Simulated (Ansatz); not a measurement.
Start from `N/C=C(\O)F` and change one atom or group to get `N/C(S)=C(\O)F`.

Ansatz, PBE0-D4/def2-TZVP geometries, multiplicity 1. Each molecule was computed in one conformer, which needn't be the lowest.

```tsv
property	`N/C=C(\O)F`
HOMO–LUMO gap (PBE/def2-TZVPP) / eV	4.37
zero-point energy (PBE0-D4/def2-TZVP) / kJ/mol	175.0
HOMO–LUMO gap (PBE0/def2-TZVPP) / eV	6.52
HOMO–LUMO gap (ωB97M-V/def2-TZVPP) / eV	10.20
LUMO energy (PBE/def2-TZVPP) / eV	-0.11
ideal-gas entropy at 298 K and 1 bar (rigid rotor, harmonic PBE0-D4/def2-TZVP) / J/(mol·K)	307
```

Task: Give the same properties after the change, and the shifts. (Estimate.)

Result: Computed: 
```
                                                                                  property  `N/C(S)=C(\O)F`  shift
                                                       HOMO–LUMO gap (PBE/def2-TZVPP) / eV             4.13  -0.24
                                            zero-point energy (PBE0-D4/def2-TZVP) / kJ/mol            173.5   -1.5
                                                      HOMO–LUMO gap (PBE0/def2-TZVPP) / eV             6.27  -0.25
                                                   HOMO–LUMO gap (ωB97M-V/def2-TZVPP) / eV            10.10  -0.10
                                                         LUMO energy (PBE/def2-TZVPP) / eV            -0.53  -0.42
ideal-gas entropy at 298 K and 1 bar (rigid rotor, harmonic PBE0-D4/def2-TZVP) / J/(mol·K)              344     37
```

With PBE0 the HOMO falls by 0.12 eV and the LUMO falls by 0.37 eV, so the gap narrows by about 0.25 eV. PBE moves the HOMO by -0.18 eV and ωB97M-V by -0.05 eV. The zero-point energy changes by -1.5 kJ/mol with +3 modes.
